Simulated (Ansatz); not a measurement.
**C2H5Na (SMILES C[CH2][Na]): single points off equilibrium**

Aim: energy, forces and dipole at a structure displaced at random from a GFN2-xTB minimum, from CCSD(T) and from density functionals.

Computed with Ansatz 0.2.0, Gaussian basis. Level: single points in def2-TZVPP.

Correlated methods freeze the cores. The outer core shell of Li, Na, Mg and K is correlated. B3LYP uses VWN-RPA correlation.

### Step 1. The system as given

SMILES `C[CH2][Na]`, 8 atoms, charge 0, spin multiplicity 1.

Atoms are counted from 1 here; the program's logs count them from 0.

Bond lengths: C1–C2 1.548 Å, C1–H4 1.075 Å, C1–H5 1.125 Å, C1–H6 1.098 Å, C2–Na3 2.306 Å, C2–H7 1.113 Å, C2–H8 1.099 Å. Angles: C2–C1–H4 108.5°, C2–C1–H5 114.0°, C2–C1–H6 111.2°, H4–C1–H5 104.3°, H4–C1–H6 106.4°, H5–C1–H6 111.9°, C1–C2–Na3 114.1°, C1–C2–H7 106.9°, C1–C2–H8 101.4°, Na3–C2–H7 109.7°, Na3–C2–H8 117.3°, H7–C2–H8 106.6°.

As a file:

```mol
C2H5Na
  3D, bonds by distance, orders not assigned

  8  7  0  0  0  0  0  0  0  0999 V2000
   -0.7166    0.3537   -0.2154 C   0  0
    0.7257   -0.1348    0.0614 C   0  0
    0.8687   -1.7904    1.6599 Na  0  0
   -1.3020   -0.4833   -0.5517 H   0  0
   -0.7929    1.1003   -1.0529 H   0  0
   -1.1950    0.7181    0.7038 H   0  0
    1.1325   -0.5092   -0.9049 H   0  0
    1.2402    0.8135    0.2713 H   0  0
  1  2  8  0
  1  4  8  0
  1  5  8  0
  1  6  8  0
  2  3  8  0
  2  7  8  0
  2  8  8  0
M  END
```

### Step 2. CCSD(T)/def2-TZVPP

Contents of run/in.yaml:

```yaml
crystal:
  periodic: [false, false, false]
  atoms:
    - {symbol: C, position_ang: [-0.716600, 0.353700, -0.215400]}
    - {symbol: C, position_ang: [0.725700, -0.134800, 0.061400]}
    - {symbol: Na, position_ang: [0.868700, -1.790400, 1.659900]}
    - {symbol: H, position_ang: [-1.302000, -0.483300, -0.551700]}
    - {symbol: H, position_ang: [-0.792900, 1.100300, -1.052900]}
    - {symbol: H, position_ang: [-1.195000, 0.718100, 0.703800]}
    - {symbol: H, position_ang: [1.132500, -0.509200, -0.904900]}
    - {symbol: H, position_ang: [1.240200, 0.813500, 0.271300]}
basis:
  gaussian: {orbitals: def2-TZVPP}
correlation: {method: ccsd_t}
output: {forces: true}
```

The command line of these runs was not kept.

### Step 3. PBE0-D4/def2-TZVPP

Changes to run/in.yaml since step 2:

```diff
@@ -13,3 +13,3 @@
   gaussian: {orbitals: def2-TZVPP}
-correlation: {method: ccsd_t}
-output: {forces: true}
+hamiltonian: {xc: pbe0, dispersion: d4}
+output: {forces: true, orbitals: {seedname: orbitals}}
```

### Step 4. wB97M-V/def2-TZVPP

Changes to run/in.yaml since step 3:

```diff
@@ -13,3 +13,3 @@
   gaussian: {orbitals: def2-TZVPP}
-hamiltonian: {xc: pbe0, dispersion: d4}
-output: {forces: true, orbitals: {seedname: orbitals}}
+hamiltonian: {xc: {name: wB97M-V}}
+output: {forces: true}
```

### Step 5. r2SCAN-D4/def2-TZVPP

Changes to run/in.yaml since step 4:

```diff
@@ -13,3 +13,3 @@
   gaussian: {orbitals: def2-TZVPP}
-hamiltonian: {xc: {name: wB97M-V}}
+hamiltonian: {xc: r2scan, dispersion: d4}
 output: {forces: true}
```

### Step 6. PBE-D4/def2-TZVPP

Changes to run/in.yaml since step 5:

```diff
@@ -13,3 +13,3 @@
   gaussian: {orbitals: def2-TZVPP}
-hamiltonian: {xc: r2scan, dispersion: d4}
+hamiltonian: {xc: pbe, dispersion: d4}
 output: {forces: true}
```

### Step 7. BLYP-D4/def2-TZVPP

Changes to run/in.yaml since step 6:

```diff
@@ -13,3 +13,3 @@
   gaussian: {orbitals: def2-TZVPP}
-hamiltonian: {xc: pbe, dispersion: d4}
+hamiltonian: {xc: {name: BLYP}, dispersion: d4}
 output: {forces: true}
```

### Step 8. B3LYP-D4/def2-TZVPP

Changes to run/in.yaml since step 7:

```diff
@@ -13,3 +13,3 @@
   gaussian: {orbitals: def2-TZVPP}
-hamiltonian: {xc: {name: BLYP}, dispersion: d4}
+hamiltonian: {xc: {name: B3LYP}, dispersion: d4}
 output: {forces: true}
```

(Steps that only read results are left out.)

**Question.** What will these runs give? Wanted: energy less free atoms, CCSD(T)/def2-TZVPP; RMS force component; RMS force error; HOMO and LUMO, PBE0-D4; T1 diagnostic.

The runs gave:

| quantity | value |
| --- | --- |
| energy less free atoms, CCSD(T)/def2-TZVPP | -26.636 eV |
| RMS force component | 0.380 to 0.425 eV/Å over the methods |
| RMS force error | PBE0-D4 0.100, wB97M-V 0.047, r2SCAN-D4 0.067, PBE-D4 0.139, BLYP-D4 0.111, B3LYP-D4 0.087 eV/Å |
| HOMO and LUMO, PBE0-D4 | -4.46 and -1.30 eV |
| T1 diagnostic | 0.013 |

In words: Against CCSD(T) the functionals' energies less atoms differ by -1.038 to -0.567 eV, PBE-D4 by -1.038 eV. The reference is not at the basis limit: in triple zeta CCSD(T) underbinds, which counts against methods that bind more; the gaps are no ranking. For forces wB97M-V does best and PBE-D4 worst. Frozen-core CCSD(T) forces in triple zeta carry basis errors of their own, and this is one geometry, so small gaps rank nothing.
